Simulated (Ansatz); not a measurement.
A run of Ansatz (development build ahead of 0.2.0) on singlet C2H6O at this shape:

```xyz
9

O     0.0000    0.0000   -0.5779
C     0.0000    1.1610    0.1881
C     0.0000   -1.1610    0.1881
H     0.0000    2.0214   -0.4962
H    -0.8952    1.2329    0.8396
H     0.8952    1.2329    0.8396
H     0.0000   -2.0214   -0.4962
H     0.8952   -1.2329    0.8396
H    -0.8952   -1.2329    0.8396
```

Its results:

* Converged: yes
* Reference energy: -154.07577 hartree
* Correlation energy: -0.47843 hartree
* Total energy: -154.55419 hartree
* Spin squared of the determinant: 0.000

Question: Which input gives this output? Name the method, the orbitals and the basis set, and write the input.

Answer: RHF-MP2 in cc-pVDZ. An unrestricted run that stays on the closed shell gives the same numbers.

```yaml
crystal:
  periodic: [false, false, false]
  atoms:
    - { symbol: O, position_ang: [0.0, 0.0, -0.57787] }
    - { symbol: C, position_ang: [0.0, 1.161, 0.18809] }
    - { symbol: C, position_ang: [0.0, -1.161, 0.18809] }
    - { symbol: H, position_ang: [0.0, 2.02139, -0.49624] }
    - { symbol: H, position_ang: [-0.89522, 1.23287, 0.83959] }
    - { symbol: H, position_ang: [0.89522, 1.23287, 0.83959] }
    - { symbol: H, position_ang: [0.0, -2.02139, -0.49624] }
    - { symbol: H, position_ang: [0.89522, -1.23287, 0.83959] }
    - { symbol: H, position_ang: [-0.89522, -1.23287, 0.83959] }
basis:
  gaussian: { orbitals: cc-pVDZ }
hamiltonian:
  xc: hf
correlation:
  method: mp2
  frozen_orbitals: { C: 1, H: 0, O: 1 }
```
